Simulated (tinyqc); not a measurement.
Worked calculation (part 2 of 2): UHF in the sto-3g basis, for HF, spin multiplicity 1. Computed by tinyqc, a small Python program that keeps every step (integrals from PySCF). Command: `OMP_NUM_THREADS=1 python tinyqc.py 22002 22003 out.jsonl` (the two numbers bound the seeds that draw the settings). One thread of a shared host (Intel(R) Xeon(R) Processor @ 2.60GHz), about 0.2 s of CPU time with the checks.

Geometry (angstrom):
```
atom         x         y         z
F     0.000000  0.000000  0.000000
H     0.000000  0.000000  0.795000
```

## Iteration 13 (converged): orbitals

converged F(alpha) (hartree), lower triangle:
```
             1F 1s      1F 2s     1F 2px     1F 2py     1F 2pz      2H 1s
1F 1s   -25.880865
1F 2s    -6.623544  -3.074562
1F 2px    0.000000   0.000000  -0.470902
1F 2py    0.000000   0.000001   0.000000  -0.470902
1F 2pz   -0.029713  -0.157229   0.000000   0.000001  -0.461922
2H 1s    -1.854884  -1.423711   0.000000   0.000000  -0.642716  -0.814688
```

converged F(beta) (hartree), lower triangle:
```
             1F 1s      1F 2s     1F 2px     1F 2py     1F 2pz      2H 1s
1F 1s   -25.880865
1F 2s    -6.623544  -3.074562
1F 2px    0.000000   0.000000  -0.470902
1F 2py    0.000000  -0.000001   0.000000  -0.470902
1F 2pz   -0.029713  -0.157229   0.000000  -0.000001  -0.461922
2H 1s    -1.854884  -1.423711   0.000000   0.000000  -0.642716  -0.814688
```

X, lower triangle:
```
            1F 1s      1F 2s    1F 2px    1F 2py     1F 2pz     2H 1s
1F 1s    1.023647
1F 2s   -0.137642   1.190108
1F 2px   0.000000   0.000000  1.000000
1F 2py   0.000000   0.000000  0.000000  1.000000
1F 2pz  -0.010079   0.119423  0.000000  0.000000   1.084926
2H 1s    0.026423  -0.387502  0.000000  0.000000  -0.276404  1.247963
```

Diagonalise F' = X^T F X, C = X C', fill 5 alpha and 5 beta electrons from the bottom; D(s) = C_occ C_occ^T. Each column has its largest component positive (the first on a tie).

F' = X^T F X (alpha) (hartree), lower triangle:
```
            1          2          3          4          5         6
1  -25.401213
2   -3.417483  -1.672881
3    0.000000   0.000000  -0.470902
4    0.000000   0.000001   0.000000  -0.470902
5   -0.053222   0.115379  -0.000001   0.000002  -0.207451
6   -0.337885  -0.737861   0.000000  -0.000001  -0.654802  0.016605
```

orbital energies (alpha) (hartree): MO1 -25.891099, MO2 -1.520036, MO3 -0.619251, MO4 -0.470902, MO5 -0.470902, MO6 0.765444

coefficients C (alpha):
```
              MO1        MO2        MO3       MO4        MO5        MO6
1F 1s    0.994517  -0.244001   0.095651  0.000000   0.000000   0.099242
1F 2s    0.024250   0.897763  -0.508880  0.000000  -0.000003  -0.730888
1F 2px   0.000000   0.000000   0.000001  0.959009  -0.283376   0.000001
1F 2py   0.000000  -0.000001  -0.000004  0.283376   0.959009  -0.000002
1F 2pz   0.004091   0.135789   0.720277  0.000000   0.000001  -0.854736
2H 1s   -0.007529   0.181458   0.472885  0.000000   0.000004   1.236148
```

F' = X^T F X (beta) (hartree), lower triangle:
```
            1          2          3          4          5         6
1  -25.401213
2   -3.417483  -1.672881
3    0.000000   0.000000  -0.470902
4    0.000000  -0.000001   0.000000  -0.470902
5   -0.053222   0.115379   0.000001  -0.000002  -0.207451
6   -0.337885  -0.737861   0.000000   0.000001  -0.654802  0.016605
```

orbital energies (beta) (hartree): MO1 -25.891099, MO2 -1.520036, MO3 -0.619251, MO4 -0.470902, MO5 -0.470902, MO6 0.765444

coefficients C (beta):
```
              MO1        MO2        MO3       MO4        MO5        MO6
1F 1s    0.994517  -0.244001   0.095651  0.000000   0.000000   0.099242
1F 2s    0.024250   0.897763  -0.508880  0.000000   0.000003  -0.730888
1F 2px   0.000000   0.000000  -0.000001  0.959012  -0.283366  -0.000001
1F 2py   0.000000   0.000001   0.000004  0.283366   0.959012   0.000002
1F 2pz   0.004091   0.135789   0.720277  0.000000  -0.000001  -0.854736
2H 1s   -0.007529   0.181458   0.472885  0.000000  -0.000004   1.236148
```

D(alpha) after iteration 13, lower triangle:
```
            1F 1s      1F 2s     1F 2px     1F 2py    1F 2pz     2H 1s
1F 1s    1.057750
1F 2s   -0.243614   1.065525
1F 2px   0.000000   0.000000   1.000000
1F 2py   0.000000  -0.000001   0.000000   1.000000
1F 2pz   0.039832  -0.244529   0.000000  -0.000001  0.537254
2H 1s   -0.006532  -0.077918  -0.000001   0.000002  0.365217  0.256604
```

D(beta) after iteration 13, lower triangle:
```
            1F 1s      1F 2s    1F 2px     1F 2py    1F 2pz     2H 1s
1F 1s    1.057750
1F 2s   -0.243614   1.065525
1F 2px   0.000000   0.000000  1.000000
1F 2py   0.000000   0.000001  0.000000   1.000000
1F 2pz   0.039832  -0.244529  0.000000   0.000001  0.537254
2H 1s   -0.006532  -0.077918  0.000001  -0.000002  0.365217  0.256604
```

Within a degenerate level the vectors are fixed only up to a rotation; this is one choice.

## Convergence

Stop when the energy changes by less than 1e-09 hartree and every element of the error matrix X^T (F D S - S D F) X (for each spin) is below 9e-06.

Course of the cycle:
```
iteration   E (hartree)     change  largest element of the error matrix
1          -97.88838918          -                             2.79e-01
2          -98.26322404  -3.75e-01                             1.69e-01
3          -98.43161076  -1.68e-01                             1.08e-01
4          -98.51289891  -8.13e-02                             4.50e-02
5          -98.52136419  -8.47e-03                             2.48e-02
6          -98.52600881  -4.64e-03                             5.74e-03
7          -98.52623833  -2.30e-04                             2.00e-03
8          -98.52626543  -2.71e-05                             5.83e-04
9          -98.52626762  -2.19e-06                             1.74e-04
10         -98.52626781  -1.87e-07                             5.30e-05
11         -98.52626783  -1.74e-08                             1.54e-05
12         -98.52626783  -1.46e-09                             4.45e-06
13         -98.52626783  -1.22e-10                             1.28e-06
```

PySCF UHF in the same basis, after a stability check = -98.52626783 hartree

Converged in 13 iterations.

## Populations, bond orders and dipole

overlap S, lower triangle:
```
           1F 1s     1F 2s    1F 2px    1F 2py    1F 2pz     2H 1s
1F 1s   1.000000
1F 2s   0.237990  1.000000
1F 2px  0.000000  0.000000  1.000000
1F 2py  0.000000  0.000000  0.000000  1.000000
1F 2pz  0.000000  0.000000  0.000000  0.000000  1.000000
2H 1s   0.065792  0.534420  0.000000  0.000000  0.387390  1.000000
```

Mulliken: Z minus the diagonal of D S on the atom; Loewdin: the same with S^(1/2) D S^(1/2); Mayer order: 2 sum_s sum (D(s) S)_ij (D(s) S)_ji over the two atoms.

Charges (e):
```
atom   Mulliken    Loewdin  Mulliken spin
1F    -0.287970  -0.192835              0
2H     0.287970   0.192835              0
```

Mayer bond orders:
```
pair     order
2-1   0.917073
```

dipole moment about the origin, x y z (debye): 0.000000  0.000000  1.411693

<S^2> of the determinant (pure state: 0) = 1.28e-11
